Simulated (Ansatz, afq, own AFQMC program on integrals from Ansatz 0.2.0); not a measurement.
## BNH$_{3}$S, doublet in def2-SVP, levels against CCSDT(Q)

```xyz
6

B     0.9291    0.9241    0.6785
N     1.5336   -0.1630    1.2892
S     1.5679    1.8422   -0.7334
H     1.1179   -0.6340    2.0821
H     2.4198   -0.5665    0.9996
H     0.5510    2.7243   -0.8193
```

Connectivity, by distances: NH2–B–SH.

Basis def2-SVP. Noble-gas cores (and the filled d shells of Ga–Kr and In–Xe) are frozen. AFQMC by an in-house program on the Cholesky factors that Ansatz 0.2.0 writes for its CCSD(T) run. ph-AFQMC/CISD is guided by a CISD state made of CCSD amplitudes; releasing the constraint for a short imaginary time cuts its bias at the price of noise, slowly where states lie close. Error bars are statistical, one sigma.

Determinant: UHF, the one that the program's search chose, which needn't be the lowest solution. The geometry is a PBE0/def2-SVP stationary point of this or a neighbouring charge and spin state.

No full CI on the walks' own integrals is used here; CCSDT(Q) serves as the reference and is uncertain by about the last step of the cluster series.

Cautions: the ph-AFQMC/CISD walk drifts between its halves (2.2 errors).

```
T1 diagnostic                               : 0.0145
weight of the determinant in the CISD state : 0.854
⟨S²⟩ of the determinant                     : 0.756
size of the correlated space                : 17 electrons in 54 orbitals
```

Problem. Estimate: order these by the size of their error in total energy against CCSDT(Q), smallest first.
A. CCSD(T)
B. MP2
C. CCSD
D. phaseless AFQMC with a CISD trial

Solution. D (2.0 ± 6.4 meV), A (49.6 meV), C (368.7 meV), B (1288.0 meV).

Reference: CCSDT(Q), correlation energy -11.223 eV.
